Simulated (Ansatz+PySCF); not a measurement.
# doublet H2O2(+): levels of theory in one basis

```yaml
atoms:
  - { symbol: O, position_ang: [0.0000, 0.4196, 0.5018] }
  - { symbol: O, position_ang: [0.0000, -0.4196, -0.5018] }
  - { symbol: H, position_ang: [0.0000, -0.1311, 1.2738] }
  - { symbol: H, position_ang: [0.0000, 0.1311, -1.2738] }
```

Basis set: cc-pVTZ (spherical functions). Frozen core: 2 orbitals. Correlation on ROHF uses semicanonical orbitals with singles. Charge 1, multiplicity 2.

Computed with Ansatz (development build ahead of 0.2.0) and PySCF 2.14.0; the reference of a correlated method needn't be the lowest determinant of its kind.

```csv
method,E − E(ROHF) (eV),<S²> of the determinant
ROHF,0.00,0.75
UHF,-0.30,0.77
ROHF-MP2,-13.02,–
UHF-MP2,-12.96,0.77
ROHF-CCSD(T),-13.65,–
UHF-CCSD(T),-13.65,0.77
```

(1) What does UHF-CCSD give on the same scale?

## Answers

(1) -13.16 eV.

Caution for ROHF, ROHF-MP2: the determinant breaks the point group. Caution for ROHF-MP2, UHF-MP2: forces differ strongly between restricted and unrestricted references; MP2 on this radical cation hangs on the determinant chosen. Caution for ROHF-MP2: another reference gives a lower total. Caution for ROHF-CCSD(T): the determinant is a saddle point.
